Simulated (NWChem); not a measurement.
Total energies of chloroform (CHCl$_{3}$)

```xyz
5

Cl     0.8517    -0.0663     1.4726
C     -0.0092     0.4528     0.0000
Cl     0.8517    -0.0663    -1.4726
Cl    -1.6984    -0.1182     0.0000
H     -0.0315     1.5461     0.0000
```
Charge 0, spin multiplicity 1.

All runs are NWChem calculations. The geometry was optimised at B3LYP/def2-SVP, a minimum by its harmonic frequencies.

Basis set: def2-SVP (73 functions).

```csv
method,total energy (Ha)
RHF,-1416.45183
MP2,-1416.99652
B2PLYP,-1418.33711
PBE,-1418.21339
B3LYP,-1418.86294
LDA (SVWN5),-1414.02504
CCSD(T),-1417.05183
```

Total energies of different functionals aren't comparable as a measure of quality: only differences taken within one method are. 

The correlated methods keep 16 core orbitals frozen. B3LYP has NWChem's definition, with VWN1-RPA local correlation. No row is a measurement; the coupled-cluster row has its own basis-set and correlation limits.
